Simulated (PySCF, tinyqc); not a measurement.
Worked calculation: RHF in the sto-3g basis, for HF, spin multiplicity 1. The lowest restricted solution is unstable here: a spin-polarised one lies 0.1263 hartree lower (PySCF). One step of it, computed by the program tinyqc.

Task: Iteration 2: building the Fock matrix. J_ij = sum D_kl (ij|kl), K_ij = sum D_kl (ik|jl); F = H + J - 0.5 K; E = tr D H + tr D J / 2 - 0.25 tr D K + E_nn.

D after iteration 1:
```
            1F 1s      1F 2s    1F 2px    1F 2py     1F 2pz      2H 1s
1F 1s    0.717560  -0.501256  0.000000  0.000000  -0.003095   0.027845
1F 2s   -0.501256   2.138969  0.000000  0.000000   0.017441  -0.165612
1F 2px   0.000000   0.000000  2.000000  0.000000   0.000000   0.000000
1F 2py   0.000000   0.000000  0.000000  2.000000   0.000000   0.000000
1F 2pz  -0.003095   0.017441  0.000000  0.000000   2.016065  -0.152203
2H 1s    0.027845  -0.165612  0.000000  0.000000  -0.152203   1.430907
```

core Hamiltonian H = T + V (hartree):
```
             1F 1s       1F 2s     1F 2px     1F 2py     1F 2pz      2H 1s
1F 1s   -40.331417   -9.462590   0.000000   0.000000  -0.004245  -0.311187
1F 2s    -9.462590  -10.809614   0.000000   0.000000  -0.053115  -0.826225
1F 2px    0.000000    0.000000  -8.500550   0.000000   0.000000   0.000000
1F 2py    0.000000    0.000000   0.000000  -8.500550   0.000000   0.000000
1F 2pz   -0.004245   -0.053115   0.000000   0.000000  -8.520507  -0.643772
2H 1s    -0.311187   -0.826225   0.000000   0.000000  -0.643772  -3.220282
```

Two-electron integrals (ij|kl) in chemists' order, unique and non-zero (hartree):
```
(11|11) 5.403501   (21|11) 0.841920   (21|21) 0.156299   (22|11) 1.268028
(22|21) 0.292344   (22|22) 0.926167   (31|31) 0.027998   (32|31) 0.043169
(32|32) 0.204588   (33|11) 1.264502   (33|21) 0.292403   (33|22) 0.925959
(33|33) 0.997514   (41|41) 0.027998   (42|41) 0.043169   (42|42) 0.204588
(43|43) 0.053770   (44|11) 1.264502   (44|21) 0.292403   (44|22) 0.925959
(44|33) 0.889973   (44|44) 0.997514   (51|51) 0.027998   (52|51) 0.043169
(52|52) 0.204588   (53|53) 0.053770   (54|54) 0.053770   (55|11) 1.264502
(55|21) 0.292403   (55|22) 0.925959   (55|33) 0.889973   (55|44) 0.889973
(55|55) 0.997514   (61|11) 0.027794   (61|21) 0.005119   (61|22) 0.009524
(61|33) 0.009514   (61|44) 0.009514   (61|51) 0.000193   (61|52) 0.000365
(61|55) 0.009546   (61|61) 0.000169   (62|11) 0.083827   (62|21) 0.019644
(62|22) 0.071314   (62|33) 0.070329   (62|44) 0.070329   (62|51) 0.001296
(62|52) 0.011037   (62|55) 0.073211   (62|61) 0.000652   (62|62) 0.007380
(63|31) 0.001892   (63|32) 0.011905   (63|53) 0.002255   (63|63) 0.001034
(64|41) 0.001892   (64|42) 0.011905   (64|54) 0.002255   (64|64) 0.001034
(65|11) 0.064343   (65|21) 0.015254   (65|22) 0.059438   (65|33) 0.057213
(65|44) 0.057213   (65|51) 0.002668   (65|52) 0.019719   (65|55) 0.063822
(65|61) 0.000521   (65|62) 0.007578   (65|65) 0.008738   (66|11) 0.305950
(66|21) 0.072802   (66|22) 0.305208   (66|33) 0.299090   (66|44) 0.299090
(66|51) 0.004183   (66|52) 0.051602   (66|55) 0.317375   (66|61) 0.002413
(66|62) 0.044502   (66|65) 0.054215   (66|66) 0.774606
```

nuclear repulsion = 2.75772721 hartree

Give: Coulomb J; exchange K; Fock matrix F; total energy of this density.

Result:

Coulomb J (hartree):
```
          1F 1s   1F 2s  1F 2px  1F 2py  1F 2pz   2H 1s
1F 1s   13.7449  2.9252  0.0000  0.0000  0.0061  0.0956
1F 2s    2.9252  8.5640  0.0000  0.0000  0.0711  0.6813
1F 2px   0.0000  0.0000  8.5518  0.0000  0.0000  0.0000
1F 2py   0.0000  0.0000  0.0000  8.5518  0.0000  0.0000
1F 2pz   0.0061  0.0711  0.0000  0.0000  8.5767  0.5886
2H 1s    0.0956  0.6813  0.0000  0.0000  0.5886  3.7146
```

exchange K (hartree):
```
         1F 1s   1F 2s  1F 2px  1F 2py  1F 2pz   2H 1s
1F 1s   3.5361  0.7735  0.0000  0.0000  0.0000  0.0295
1F 2s   0.7735  3.0156  0.0000  0.0000  0.0042  0.2351
1F 2px  0.0000  0.0000  2.6223  0.0000  0.0000  0.0000
1F 2py  0.0000  0.0000  0.0000  2.6223  0.0000  0.0000
1F 2pz  0.0000  0.0042  0.0000  0.0000  2.6272  0.1805
2H 1s   0.0295  0.2351  0.0000  0.0000  0.1805  1.1145
```

Fock matrix F (hartree):
```
           1F 1s    1F 2s   1F 2px   1F 2py   1F 2pz    2H 1s
1F 1s   -28.3546  -6.9242   0.0000   0.0000   0.0019  -0.2304
1F 2s    -6.9242  -3.7534   0.0000   0.0000   0.0159  -0.2625
1F 2px    0.0000   0.0000  -1.2599   0.0000   0.0000   0.0000
1F 2py    0.0000   0.0000   0.0000  -1.2599   0.0000   0.0000
1F 2pz    0.0019   0.0159   0.0000   0.0000  -1.2574  -0.1454
2H 1s    -0.2304  -0.2625   0.0000   0.0000  -0.1454  -0.0629
```

total energy of this density = -60.687983 hartree

This density is a damped mixture and is not idempotent.
